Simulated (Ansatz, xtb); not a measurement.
**Relative energy of two conformers of CH5F2N2O+**

Structure a: `[NH3+]NC(O)(F)F`, a singlet. Structure b: `[NH3+]NC(O)(F)F`, a singlet. Both are isolated ions in the gas phase, relaxed with PBE0-D3(BJ)/def2-SVP.

a (Å):

```tsv
atom	x (Å)	y (Å)	z (Å)
C	-1.1185	-1.7323	0.5258
F	-1.7095	-2.8960	0.3451
F	-0.6668	-1.7055	1.8028
N	-1.5467	0.5774	0.3758
N	-2.1155	-0.7102	0.3184
O	-0.1183	-1.4664	-0.3304
H	-1.2441	0.8920	1.3167
H	-2.1994	1.2692	-0.0206
H	-2.9062	-0.7998	0.9585
H	0.6309	-2.0683	-0.1943
H	-0.7073	0.5516	-0.2336
```

b (Å):

```xyz
11

C     0.0691    0.8278   -0.4326
F    -1.2239    0.6826   -0.8330
F     0.2980    2.1534   -0.5080
N    -0.7290    1.1884    1.7402
N     0.1926    0.4641    0.9566
O     0.9080    0.0742   -1.1114
H    -0.5728    0.9880    2.7385
H    -0.5368    2.1959    1.6018
H    -1.7275    1.0245    1.5065
H     0.0919   -0.5421    1.1014
H     0.8071    0.2050   -2.0674
```

Problem. Estimate E(b) − E(a) at the level CCSD(T)/def2-SVP + ΔMP2/def2-TZVPP.

Solution. Too close to call at this level: CCSD(T)/def2-SVP + ΔMP2/def2-TZVPP gives E(b) − E(a) = +1.81 kJ/mol.

How the difference moves with the method:

| level | geometry | E(b) − E(a) (kJ/mol) | departure from the last row (kJ/mol) | job, with rough time for the two |
| --- | --- | --- | --- | --- |
| PBE0-D3(BJ)/def2-SVP | PBE0-D3(BJ)/def2-SVP | +2.49 | +0.68 | optimisation, 59 s |
| HF/def2-SVP | PBE0-D3(BJ)/def2-SVP | +1.60 | −0.21 | part of the CCSD(T) run |
| MP2/def2-SVP | PBE0-D3(BJ)/def2-SVP | +1.92 | +0.10 | part of the CCSD(T) run |
| CCSD(T)/def2-SVP | PBE0-D3(BJ)/def2-SVP | +1.91 | +0.09 | single point |
| CCSD(T)/def2-SVP + ΔMP2/def2-TZVPP | PBE0-D3(BJ)/def2-SVP | +1.81 |  | single point, 59 s |

The largest departure from CCSD(T)/def2-SVP + ΔMP2/def2-TZVPP is that of PBE0-D3(BJ)/def2-SVP, 0.68 kJ/mol. Levels run at GFN2-xTB geometries aren't shown. The last row adds to CCSD(T) the change of the MP2 difference between the two basis sets, here −0.09 kJ/mol.

With harmonic frequencies from PBE0-D3(BJ)/def2-SVP (ideal gas, rigid rotor, one conformer each, 298.15 K, 1 atm): on the last row, ΔE + ΔZPE = +1.40, ΔH = +1.59, ΔG = +1.28 kJ/mol.

The correlated steps freeze 6 core orbitals. Codes used: Ansatz 0.2.0; the last row on 2 threads of Arm Neoverse V1 on a shared host.
